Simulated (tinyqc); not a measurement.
Inside a calculation. Method: extended Hueckel theory, for H3O+. The parameters take no account of the charge, which enters only through the electron count. One step of it, computed by the program tinyqc.

Task: Wolfsberg-Helmholz matrix. H_ij = K' S_ij (H_ii + H_jj)/2 for i != j (the diagonal keeps H_ii), with K' = 2.

overlap S, order 1O 2s, 1O 2px, 1O 2py, 1O 2pz, 2H 1s, 3H 1s, 4H 1s:
$$\begin{pmatrix}
1.000000 & 0.000000 & 0.000000 & 0.000000 & 0.470453 & 0.470390 & 0.470390 \\
0.000000 & 1.000000 & 0.000000 & 0.000000 & 0.381742 & -0.190835 & -0.190835 \\
0.000000 & 0.000000 & 1.000000 & 0.000000 & 0.000000 & 0.330584 & -0.330584 \\
0.000000 & 0.000000 & 0.000000 & 1.000000 & -0.114016 & -0.113995 & -0.113995 \\
0.470453 & 0.381742 & 0.000000 & -0.114016 & 1.000000 & 0.208790 & 0.208790 \\
0.470390 & -0.190835 & 0.330584 & -0.113995 & 0.208790 & 1.000000 & 0.208735 \\
0.470390 & -0.190835 & -0.330584 & -0.113995 & 0.208790 & 0.208735 & 1.000000
\end{pmatrix}$$

diagonal H_ii (eV): 1O 2s -32.300000, 1O 2px -14.800000, 1O 2py -14.800000, 1O 2pz -14.800000, 2H 1s -13.600000, 3H 1s -13.600000, 4H 1s -13.600000

K = 2.000000

Give: H.

Result:

H (eV), order 1O 2s, 1O 2px, 1O 2py, 1O 2pz, 2H 1s, 3H 1s, 4H 1s:
$$\begin{pmatrix}
-32.3000 & 0.0000 & 0.0000 & 0.0000 & -21.5938 & -21.5909 & -21.5909 \\
0.0000 & -14.8000 & 0.0000 & 0.0000 & -10.8415 & 5.4197 & 5.4197 \\
0.0000 & 0.0000 & -14.8000 & 0.0000 & 0.0000 & -9.3886 & 9.3886 \\
0.0000 & 0.0000 & 0.0000 & -14.8000 & 3.2381 & 3.2374 & 3.2374 \\
-21.5938 & -10.8415 & 0.0000 & 3.2381 & -13.6000 & -5.6791 & -5.6791 \\
-21.5909 & 5.4197 & -9.3886 & 3.2374 & -5.6791 & -13.6000 & -5.6776 \\
-21.5909 & 5.4197 & 9.3886 & 3.2374 & -5.6791 & -5.6776 & -13.6000
\end{pmatrix}$$
